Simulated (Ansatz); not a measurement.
**SiPNH (quartet): wave-function methods side by side, cc-pVDZ**

One table from this session's results is given with a row withheld; the runs are named, their logs left out.

Computed with Ansatz 0.2.0, Gaussian basis. Level: cc-pVDZ, core rule «outside noble gas», up to 11 orbitals frozen.

Plan: UHF; CCSD(T) on ROHF; CCSD(T) on UHF; BCCD(T) on ROHF; CISD; CCSDT(Q) on ROHF; CCSDT(Q) on UHF; CASSCF and NEVPT2, 11 electrons in 11 orbitals.

31 further runs of the same task are left out: 16 that didn't finish, 15 set aside as unsound or not needed.

### What is computed

The geometry is a PBE0/def2-TZVP stationary point (not a proven minimum).

4 atoms, charge 0, spin multiplicity 4.

Atoms are counted from 1 here; the program's logs count them from 0.

Bond lengths: N1–Si2 1.684 Å, Si2–P3 2.147 Å, Si2–H4 1.486 Å. Angles: N1–Si2–P3 124.6°, N1–Si2–H4 115.7°, P3–Si2–H4 119.7°.

Set-up of the first run:

File in.yaml:

```yaml
crystal:
  periodic: [false, false, false]
  atoms:
    - {symbol: N, position_ang: [0.000000, -0.653684, 1.908908]}
    - {symbol: Si, position_ang: [0.000000, 0.424943, 0.615445]}
    - {symbol: P, position_ang: [0.000000, -0.150432, -1.453120]}
    - {symbol: H, position_ang: [0.000000, 1.865832, 0.978241]}
basis:
  gaussian: {orbitals: cc-pVDZ}
magnetization: {spin_polarized: true, initial_magnetization: 3}
hamiltonian: {xc: hf}
output: {orbitals: {seedname: orbitals}}
```

Run with:

```sh
> ansatz run in.yaml --threads 1 --pin off --events-out ev --progress --plain --max-ram 2393MiB
```

Among the steps run: UHF; CCSD(T) on ROHF; CCSD(T) on UHF; BCCD(T) on ROHF; CISD; CCSDT(Q) on ROHF; CCSDT(Q) on UHF; CASSCF and NEVPT2, 11 electrons in 11 orbitals.

One table of the session follows, with a row left open; its other results are not shown here.

It belongs to the step «Misses and costs». 

| method | from RCCSDT(Q) (meV) |
| --- | --- |
| UHF | +9152.6 |
| RMP2 | +1578.5 |
| UMP2 | +2003.3 |
| CISD | +1981.2 |
| RCCSD | +520.4 |
| UCCSD | +454.3 |
| RCCSD(T) | ? |
| UCCSD(T) | +118.4 |
| BCCD(T) | +105.1 |
| RCCSDT | +46.1 |
| UCCSDT | +32.6 |
| RCCSDT(Q) | 0 |
| UCCSDT(Q) | -6.7 |
| CASSCF valence | +7170.4 |
| NEVPT2 valence | +1442.7 |

Q: Estimate the row for RCCSD(T) from the others.

As computed: from RCCSDT(Q) (meV): +99.8. In the column «from RCCSDT(Q) (meV)» it lies between RCCSDT (+46.1) and BCCD(T) (+105.1).

Left out of the table: ROHF (another determinant or state than the rows shown).

Caveats from the session: The report flags that the cluster equations may have other roots. The program flags RCCSD(T), BCCD(T), RCCSDT(Q) as in doubt, so the zero of the table is itself unsure. Warnings: spin contamination; coupled cluster took another determinant than the lowest; large T1 diagnostic. Restricted and unrestricted rows rest on different reference determinants; where their highest levels disagree by more than a few hundredths of an eV, they describe different states and don't form one ladder.
